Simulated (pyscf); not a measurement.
Thermochemistry of product channels of H₂As–AsH₂ (SMILES [AsH2][AsH2]) + SiH₂ (SMILES [SiH2]) [singlet] on the singlet surface, in kcal/mol, from ωB97M-D3(BJ)/def2-TZVP energies (ideal gas, 1 atm, RRHO with modes under 100 cm⁻¹ raised to 100, one conformer, R ln 2 for chiral ones without a mode under 150 cm⁻¹). Structures and frequencies: ωB97X-D3(BJ)/def2-SVP in PySCF.

| products | ΔE | ΔH(298 K) | ΔG(298 K) | ΔG(900 K) |
|---|---|---|---|---|
| H₃Si–AsH–AsH₂ (SMILES [SiH3][AsH][AsH2]) | -62.4 | -59.3 | -48.6 | -27.8 |
| H₂As–SiH₂–AsH₂ (SMILES [AsH2][SiH2][AsH2]) | -62.0 | -59.2 | -48.7 | -28.2 |

These are energies of the channels, which say nothing of barriers. Elements up to Kr have no core potential and no relativistic terms here.
